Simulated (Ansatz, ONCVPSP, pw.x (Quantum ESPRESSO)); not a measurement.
pw.x on diamond Ge: one setting changed

Potential: optimised norm-conserving Vanderbilt (ONCV), ONCVPSP 4.0.1.1 (patched build), LDA (Perdew-Wang 92); core [Ar] 3d10, reference 4s1.5 4p2.5; waves: 4s: rc 1.85 bohr, ncon 4, nbas 7, qcut 4.3 1/bohr, local; 4p: rc 2.25 bohr, ncon 4, nbas 8, qcut 3.9 1/bohr, 1 projector; d scattering state at 0.03 Ha: rc 2.25 bohr, ncon 5, nbas 9, qcut 4.6 1/bohr, 2 projectors, debl 3.7 Ha; local part: the s channel; core correction: Teter function, fcfact 4.5, rcfact 1.25.

The reference run (k-mesh 8³, cutoffs 60/240 Ry, Fermi–Dirac 0.01 Ry, mixing_beta 0.4, conv_thr 1e-9, no spin) gives -0.63 GPa at 22.222 Å³/atom, where all-electron LAPW gives 0.06 GPa. This run, with its own iteration cap, changes k-mesh shift to 1.

```
&control
  calculation='scf', prefix='x', pseudo_dir='./', outdir='./tmp', tstress=.true., disk_io='none'
/
&system
  ibrav=0, nat=2, ntyp=1, ecutwfc=60, ecutrho=240, nbnd=11,
  occupations='smearing', smearing='fd', degauss=0.01
/
&electrons
  conv_thr=1e-09, mixing_beta=0.4, electron_maxstep=70
/
ATOMIC_SPECIES
Ge 1.0 Ge.UPF
CELL_PARAMETERS angstrom
  0.00000000 2.81143285 2.81143285
  2.81143285 0.00000000 2.81143285
  2.81143285 2.81143285 0.00000000
ATOMIC_POSITIONS crystal
Ge 0.0000 0.0000 0.0000
Ge 0.2500 0.2500 0.2500
K_POINTS automatic
8 8 8 1 1 1
```

```bash
pw.x < Ge.scf.in > Ge.scf.out
```

Problem. How does the run end?

Solution. It converges in 12 iterations; the free energy moves by -4.9 meV/atom and the pressure by -0.01 GPa.

```
Message from routine setup:
     using ibrav=0 with symmetry is DISCOURAGED, use correct ibrav instead
     lattice parameter (alat)  =       7.5135  a.u.
     unit-cell volume          =     299.9230 (a.u.)^3
     number of electrons       =         8.00
     number of Kohn-Sham states=           11
     kinetic-energy cutoff     =      60.0000  Ry
     charge density cutoff     =     240.0000  Ry
     scf convergence threshold =      1.0E-09
     Exchange-correlation= SLA  PW   NOGX NOGC
     number of k points=    60  Fermi-Dirac smearing, width (Ry)=  0.0100
     iteration #  1     ecut=    60.00 Ry     beta= 0.40
     total energy              =     -18.31973998 Ry
     estimated scf accuracy    <       0.05617397 Ry
     iteration #  2     ecut=    60.00 Ry     beta= 0.40
     total energy              =     -18.31476808 Ry
     estimated scf accuracy    <       0.01483838 Ry
     iteration #  3     ecut=    60.00 Ry     beta= 0.40
     total energy              =     -18.31651719 Ry
     estimated scf accuracy    <       0.00012329 Ry
     iteration #  4     ecut=    60.00 Ry     beta= 0.40
     c_bands:  1 eigenvalues not converged
     c_bands:  1 eigenvalues not converged
     c_bands:  3 eigenvalues not converged
     c_bands:  1 eigenvalues not converged
     c_bands:  1 eigenvalues not converged
     c_bands:  1 eigenvalues not converged
     [... 20 repeated lines left out ...]
     total energy              =     -18.31723190 Ry
     estimated scf accuracy    <       0.00000972 Ry
     iteration #  5     ecut=    60.00 Ry     beta= 0.40
     [... 1 repeated lines left out ...]
     total energy              =     -18.31721979 Ry
     estimated scf accuracy    <       0.00004028 Ry
     iteration #  6     ecut=    60.00 Ry     beta= 0.40
     total energy              =     -18.31722569 Ry
     estimated scf accuracy    <       0.00000628 Ry
     iteration #  7     ecut=    60.00 Ry     beta= 0.40
     total energy              =     -18.31722615 Ry
     estimated scf accuracy    <       0.00000028 Ry
     iteration #  8     ecut=    60.00 Ry     beta= 0.40
     total energy              =     -18.31722613 Ry
     estimated scf accuracy    <       0.00000022 Ry
     iteration #  9     ecut=    60.00 Ry     beta= 0.40
     total energy              =     -18.31722615 Ry
     estimated scf accuracy    <          8.9E-09 Ry
     iteration # 10     ecut=    60.00 Ry     beta= 0.40
     total energy              =     -18.31722617 Ry
     estimated scf accuracy    <          5.8E-09 Ry
     iteration # 11     ecut=    60.00 Ry     beta= 0.40
     total energy              =     -18.31722617 Ry
     estimated scf accuracy    <          7.4E-09 Ry
     iteration # 12     ecut=    60.00 Ry     beta= 0.40
     the Fermi energy is     5.7634 ev
!    total energy              =     -18.31722617 Ry
     estimated scf accuracy    <          1.4E-10 Ry
     smearing contrib. (-TS)   =      -0.00037878 Ry
     The total energy is F=E-TS. E is the sum of the following terms:
     one-electron contribution =       4.23407810 Ry
     hartree contribution      =       1.14428924 Ry
     xc contribution           =      -7.47247897 Ry
     ewald contribution        =     -16.22273576 Ry
     convergence has been achieved in  12 iterations
          total   stress  (Ry/bohr**3)                   (kbar)     P=       -6.45
     Message from routine punch:
     Nothing written, as per user request (disk_io='none')
```

The run took about 44 s on one core of a shared host (Neoverse-V1, 32 threads, 247 GiB, load 27).
